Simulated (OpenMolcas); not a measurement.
**BClO (boron chloride oxide) at B86PBE/6-31G**

What is the vertical ionisation energy of BClO (boron chloride oxide) at B86PBE/6-31G? 

The results are computed with OpenMolcas 26.06.

## (1) Starting point

BClO: 3 atoms, total charge 0, spin state singlet. SMILES: `O=BCl`. The shape is that of a GFN2-xTB optimisation.

Bond lengths: O1–B2 1.193 Å, B2–Cl3 1.639 Å. Angles: O1–B2–Cl3 179.9°.

## (2) The energy at B86PBE/6-31G

Input file job.input:

```
* BClO Kohn-Sham DFT

&gateway
  baslib
  $CurrDir
  coord
  3
  angstrom
  O        1.019560       0.606200       0.626990
  B        0.113080       0.066620       0.069470
  Cl      -1.132640      -0.672810      -0.696460
  basis
  6-31G
  group
  NoSym

&seward
  gridinput
  Grid=SG1Grid
  End of Grid

&scf
  ksdft
  B86PBE
  prorbitals
  0
```

The basis set 6-31G is read from a file made from the Basis Set Exchange's data (not shown).

The run is started by

```sh
$ export MOLCAS_MEM=1860
$ pymolcas job.input > job.log
```

What it wrote:

```text
--- Start Module: gateway ---
[...]
--- Stop Module: gateway /rc=_RC_ALL_IS_WELL_ ---
--- Start Module: seward ---
[...]
      Basis functions           31
--- Stop Module: seward /rc=_RC_ALL_IS_WELL_ ---
--- Start Module: scf ---
[...]
       Convergence after  13 Iterations
[...]
::    Total KS-DFT energy                            -560.2521006477
[...]
      Total spin, S                                     0.0000000000
[...]
      Total electronic charge=   30.000000
      Total            charge=   -0.000000
[...]
      Dipole Moment (debye):
      Origin of the operator (angstrom)=   -0.3559   -0.2113   -0.2188
                   X= -1.4711E+00               Y= -8.7615E-01               Z= -9.0486E-01           Total=  1.9367E+00
      Quadrupole Moment (debye*angstrom):
[...]
--- Stop Module: scf /rc=_RC_ALL_IS_WELL_ ---
[...]
```

Run time: 2.3 s. Hardware: 1 thread of Arm Neoverse V2, shared host; peak memory 0.37 GiB.

## (3) The doublet cation, same level

Input file job.inp:

```
&GATEWAY
 BASLIB=$CurrDir
 COORD
 3
 angstrom
 O        1.019560       0.606200       0.626990
 B        0.113080       0.066620       0.069470
 Cl      -1.132640      -0.672810      -0.696460
 BASIS=6-31G
 GROUP=NoSym

&SEWARD
 GRIDINPUT
 Grid=SG1Grid
 End of Grid

&SCF
 UHF
 CHARGE=1
 SPIN=2
 KSDFT=B86PBE
 PRORBITALS=0
```

The basis set 6-31G is read from a file made from the Basis Set Exchange's data (not shown).

The run is started by

```sh
$ export MOLCAS_MEM=1860
$ pymolcas job.inp > job.log
```

What it wrote:

```text
--- Start Module: gateway ---
[...]
--- Stop Module: gateway /rc=_RC_ALL_IS_WELL_ ---
--- Start Module: seward ---
[...]
      Basis functions           31
--- Stop Module: seward /rc=_RC_ALL_IS_WELL_ ---
--- Start Module: scf ---
[...]
       Convergence after  25 Iterations
[...]
::    Total KS-DFT energy                            -559.7936102941
[...]
      Total spin, S                                     0.5033910699
[...]
      Total electronic charge=   29.000000
      Total            charge=    1.000000
[...]
      Dipole Moment (debye):
      Origin of the operator (angstrom)=   -0.3559   -0.2113   -0.2188
                   X= -6.8418E-01               Y= -4.0939E-01               Z= -4.2104E-01           Total=  9.0165E-01
      Center of Charge (angstrom)
[...]
--- Stop Module: scf /rc=_RC_ALL_IS_WELL_ ---
[...]
```

Wall time 3.3 s (1 thread of Arm Neoverse V2, shared host); peak memory 0.37 GiB.

## (4) Outcome

At B86PBE/6-31G:

| quantity | value |
| --- | --- |
| singlet BClO: total energy | -560.25210 Eh |
| singlet BClO: dipole moment | 1.94 D |
| singlet BClO: HOMO energy | -8.45 eV |
| singlet BClO: LUMO energy | -0.15 eV |
| singlet BClO: HOMO–LUMO gap | 8.31 eV |
| doublet cation: total energy | -559.79361 Eh |
| doublet cation: HOMO energy (highest over α and β) | -16.63 eV |
| doublet cation: LUMO energy (lowest over α and β) | -16.47 eV |
| doublet cation: ⟨S²⟩ | 0.757 |
| vertical ionisation energy (to the doublet cation) | 12.476 eV |

Removing an electron at fixed nuclei costs 12.48 eV (1204 kJ/mol). The negative HOMO energy of the first species, 8.45 eV, lies 4.02 eV below that difference. Mulliken charges (singlet BClO) run from -0.25 on O1 to +0.17 on B2. Mulliken charges (doublet cation) run from +0.04 on O1 to +0.59 on Cl3; they depend strongly on the basis.
